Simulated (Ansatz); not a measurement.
**How the TO phonon frequency at L of rock-salt SrO moves with the method**

No measured value is used here.

```tsv
level (code)	value (cm⁻¹)	cell (Å³/atom)
LDA (Ansatz)	286	16.23
PBE (Ansatz)	257	17.52
r²SCAN (Ansatz)	276	17.17
```

Each level is taken at its own relaxed cell. Cutoffs differ between the levels. Ansatz's density-functional and Hartree–Fock values are scalar-relativistic unless marked +SOC, with PAW data made under PBE.

Ansatz is a first-principles code.
